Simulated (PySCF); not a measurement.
Species: NH3.
InChI=1S/H3N/h1H3

Computed, not measured: PySCF, PBE0-D3(BJ)/def2-SVP geometry optimisation, gas phase.

Masses are those of the commonest isotopes; rigid-rotor values at the optimised geometry. 

**Question.** What are A, B and C (MHz)?

**Answer.** Ia = 1.73, Ib = 1.73, Ic = 2.65 u·Å²; 505379 MHz·u·Å²/I gives A = 291800, B = 291761, C = 190805 MHz.

**Question.** Classify the top.

**Answer.** An oblate symmetric top, as the point group C3v requires two equal moments; the computed ones differ by 0.01 % because the geometry is symmetric only within the optimiser's tolerance; Ray's κ = 0.999.

**Question.** Is it planar, by Δ = Ic − Ia − Ib?

**Answer.** Not planar: Δ = Ic − Ia − Ib = -0.82 u·Å². For a rigid frame Δ = −2 Σ m c², so Σ m c² = 0.41 u·Å² lies off the ab plane: 0.34 from hydrogen and 0.07 from heavier atoms. The atom farthest from that plane is 0.33 Å away.

**Question.** Where do the R-branch lines fall?

**Answer.** The dipole of 1.79 D lies along the symmetry axis, so ΔK = 0 and J+1 ← J falls at 2B(J+1) for every K: 583.56 GHz, 1167.12 GHz, 1750.68 GHz, 2334.24 GHz, 2917.80 GHz for J = 0 to 4. Inversion tunnelling, which a rigid rotor lacks, splits the real lines of ammonia.

**Question.** Estimate the classical rotational partition function at 298.15 K.

**Answer.** Point group C3v, symmetry number σ = 3; q = (√π/σ)·√((kT/h)³/(ABC)), k/h = 20836.6 MHz/K: 71.8 at 298.15 K.

Whether it is a minimum is left open (no frequencies). No vibrational averaging or centrifugal distortion is included, and the geometry carries the error of its method.

Time: 1.5 s; peak memory 0.24 GiB. Hardware: one thread of an Arm Neoverse V1 (shared host). This is the geometry optimisation.
